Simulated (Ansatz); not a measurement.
# BHNSi: the cost of one run

Computed with Ansatz 0.2.0, Gaussian basis. Level: def2-QZVPP, core rule «outside noble gas», up to 7 orbitals frozen.

To be run: UHF; ROHF; CCSD(T) on UHF.

5 further runs of the same task are left out: 1 that didn't finish, 4 set aside as unsound or not needed. Runs told in other sessions of the task aren't counted.

### Step 1. The system

The geometry is a PBE0/def2-TZVP stationary point (not a proven minimum) of the parent state, kept for this charge and spin.

4 atoms, charge 0, spin multiplicity 6.

Atoms are counted from 1 here; the program's logs count them from 0.

Bond lengths: B1–Si2 1.920 Å, Si2–N3 1.668 Å, Si2–H4 1.486 Å. Angles: B1–Si2–N3 121.8°, B1–Si2–H4 115.6°, N3–Si2–H4 122.6°.

### Step 2. UHF

File in.yaml:

```yaml
crystal:
  periodic: [false, false, false]
  atoms:
    - {symbol: B, position_ang: [0.000000, -0.564500, 1.717940]}
    - {symbol: Si, position_ang: [0.000000, 0.370053, 0.040934]}
    - {symbol: N, position_ang: [0.000000, -0.439646, -1.417676]}
    - {symbol: H, position_ang: [0.000000, 1.852957, 0.133591]}
basis:
  gaussian: {orbitals: "def2-QZVPP.json"}
magnetization: {spin_polarized: true, initial_magnetization: 5}
hamiltonian: {xc: hf}
output: {orbitals: {seedname: orbitals}}
```

Run with:

```sh
$ ansatz run in.yaml --threads 1 --pin off --events-out ev --progress --plain --max-ram 2393MiB
```

**Question.** How long does this run take on 1 thread of Arm Neoverse V2, shared host, and how much memory does it need?

About 15 s, with a peak of 0.5 GiB.
